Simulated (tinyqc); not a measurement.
Worked calculation: extended Hueckel theory, for CO. One step of it, computed by the program tinyqc.

Task: Mulliken analysis. P = C n C^T; charge = valence electrons (C 4, O 6) minus the sum of (P S)_ii on the atom; overlap population = 2 sum P_ij S_ij between two atoms.

coefficients:
```
             MO1        MO2       MO3        MO4        MO5        MO6        MO7        MO8
1C 2s   0.325445   0.620922  0.000000   0.000000   0.417129   0.000000   0.000000  -1.133216
1C 2px  0.000000   0.000000  0.088266   0.371329   0.000000   0.920891   0.300706   0.000000
1C 2py  0.000000   0.000000  0.371329  -0.088266   0.000000  -0.300706   0.920891   0.000000
1C 2pz  0.065185  -0.347034  0.000000   0.000000  -0.576812   0.000000   0.000000  -1.263676
2O 2s   0.783790  -0.323229  0.000000   0.000000   0.061042   0.000000   0.000000   1.299453
2O 2px  0.000000   0.000000  0.190572   0.801724   0.000000  -0.605005  -0.197557   0.000000
2O 2py  0.000000   0.000000  0.801724  -0.190572   0.000000   0.197557  -0.605005   0.000000
2O 2pz  0.028151  -0.570668  0.000000   0.000000   0.685938   0.000000   0.000000  -0.892093
```

occupations: 2.000000  2.000000  2.000000  2.000000  2.000000  0.000000  0.000000  0.000000

overlap S, lower triangle:
```
            1C 2s    1C 2px    1C 2py     1C 2pz     2O 2s    2O 2px    2O 2py    2O 2pz
1C 2s    1.000000
1C 2px   0.000000  1.000000
1C 2py   0.000000  0.000000  1.000000
1C 2pz   0.000000  0.000000  0.000000   1.000000
2O 2s    0.448823  0.000000  0.000000   0.519159  1.000000
2O 2px   0.000000  0.278586  0.000000   0.000000  0.000000  1.000000
2O 2py   0.000000  0.000000  0.278586   0.000000  0.000000  0.000000  1.000000
2O 2pz  -0.340956  0.000000  0.000000  -0.287962  0.000000  0.000000  0.000000  1.000000
```

Give: charges; Overlap populations.

Result:

charges: 1C 0.4635, 2O -0.4635

Overlap populations:
```
pair     value
2-1   1.416288
```
